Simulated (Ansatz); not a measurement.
System: 1T (CdI2-type) PtS2. Method: PBEsol (Ansatz, an electronic-structure program, plane waves, PAW).

Settings: plane-wave cutoff 560 eV, 24×24×16 k mesh (along the axes of the cell as run), perturbation theory, scalar-relativistic PAW data made under PBE.

Computed at the level's own relaxed cell.

```xyz
3
Lattice="3.5716 0.0000 0.0000 -1.7858 3.0931 0.0000 0.0000 0.0000 4.7666" Properties=species:S:1:pos:R:3 pbc="T T T"
Pt     0.0000     0.0000     0.0000
S      0.0000     2.0621     1.1966
S      1.7858     1.0310     3.5700
```

Harmonic phonon frequencies (cm⁻¹; i marks an imaginary mode; at Γ without the LO shift):

```
q point                          frequencies
-------  -----------------------------------
Γ              0 0 0 298 298 306 306 322 327
M        116 133 191 259 280 322 336 349 353
K        111 171 171 279 279 308 314 314 368
```

No imaginary mode appears at these points.

Note: the cell comes from a level without a dispersion term, which matters for the spacing of layers, chains or molecules.
